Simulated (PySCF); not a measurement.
Species: C4H3Cl2 (doublet state).
Geometry (GFN2-xTB, Å), atoms numbered from 1 in this order:
```xyz
9
C4H3Cl2 angstrom
Cl    -3.0589    1.3160    0.5776
C     -2.2044    0.0028   -0.0998
C     -0.8562   -0.0776   -0.0117
C      0.3545   -0.1358    0.1486
C      1.7787   -0.1698    0.1637
Cl     2.4488    0.5791   -1.3672
H     -2.7995   -0.7360   -0.6073
H      2.1621   -1.1904    0.1852
H      2.1885    0.4176    0.9857
```

The hyperfine couplings belong to this conformer and change with its torsions.

Identity: `Cl[CH]C#CCCl` [radical].

Method used: UKS B3LYP, pcH-1 on C Cl H, non-relativistic, mean-field spin-orbit, GIAO (PySCF). Isolated species at its GFN2-xTB geometry, gas phase. The geometry wasn't refined by DFT: couplings that depend on bond lengths, twists or pyramidal angles can differ widely from those at the functional's own minimum. The SCF solution wasn't tested for stability.

Principal values of hyperfine tensors in MHz (contact, dipolar and spin–orbit terms together), for some of the nuclei:

```csv
atom,isotope,A1,A2,A3
C2,13C,10.87,11.90,186.68
C3,13C,-82.53,-62.23,-39.75
H7,1H,-77.46,-52.77,-22.72
Cl6,35Cl,9.95,10.76,53.40
H8,1H,14.13,15.76,22.56
H9,1H,7.94,9.33,16.35
Cl1,35Cl,-22.44,-14.13,49.44
C5,13C,-5.42,-3.23,-1.44
```

(1) Give the isotropic coupling of each nucleus in MHz and in mT (g = 2.0061), and the anisotropic part.

(2) What spin density at the nucleus of H7 lies behind its contact coupling (g_N = 5.58569)?

(3) C4 (13C, g_N = 1.40482) isn't in the table. Its spin density at the nucleus is 0.04004 bohr⁻³. What is its contact coupling?

(4) Which nucleus of the table has the largest anisotropic coupling, and what is its form?

(5) In a single crystal, with the field along each principal axis of the tensor of H7 in turn, what first-order splitting does this nucleus give (isotropic g, quadrupole terms neglected)?

Results:

(1) a_iso is a third of the trace, T = A − a_iso, and a(mT) = a(MHz)/(g × 13.996). The tensors hold a spin–orbit part: the run splits a_iso into a_FC + a_SO, and T includes its anisotropic share.

```csv
atom,a_iso (MHz),a_FC,a_SO,a_iso (mT),T1,T2,T3
C2,69.82,69.38,0.44,2.487,-58.95,-57.92,116.86
C3,-61.50,-61.53,0.03,-2.190,-21.03,-0.73,21.76
H7,-50.98,-51.08,0.10,-1.816,-26.48,-1.79,28.27
Cl6,24.70,24.17,0.53,0.880,-14.75,-13.94,28.70
H8,17.48,17.50,-0.02,0.623,-3.35,-1.73,5.08
H9,11.21,11.22,-0.01,0.399,-3.27,-1.88,5.14
Cl1,4.29,4.30,-0.01,0.153,-26.73,-18.42,45.15
C5,-3.36,-3.33,-0.03,-0.120,-2.05,0.13,1.92
```

(2) a_FC = (2μ0/3) gₑ μB g_N μN ρ(0)/(2S·h) = 800.24 MHz × g_N × ρ(0)/(2S), with ρ in bohr⁻³. With a_FC = -51.08 MHz and 2S = 1, ρ(0) = -0.01143 bohr⁻³. In magnitude that is 3.6 % of the 1/π = 0.318 of a free hydrogen atom.

(3) By the same relation, a_FC = 45.0 MHz. The spin–orbit term adds +0.10 MHz. Its full tensor has the principal values 3.42, 13.87, 118.07 MHz.

(4) C2: -58.9, -57.9, 116.9 MHz (the dipolar term alone has -59.1, -58.2, 117.3), axial, in the ratio −1:−1:+2, the form that spin in one p orbital centred on that nucleus gives.

(5) 2 lines (I = 1/2), spaced by |A_i|/(g × 13.996): 2.76, 1.88, 0.81 mT along the axes of A1, A2 and A3.

The run took 18 s (grids of density and orbitals included) on AMD EPYC 9R45, one thread, no GPU (shared host), and the process peaked at 0.74 GiB of memory.
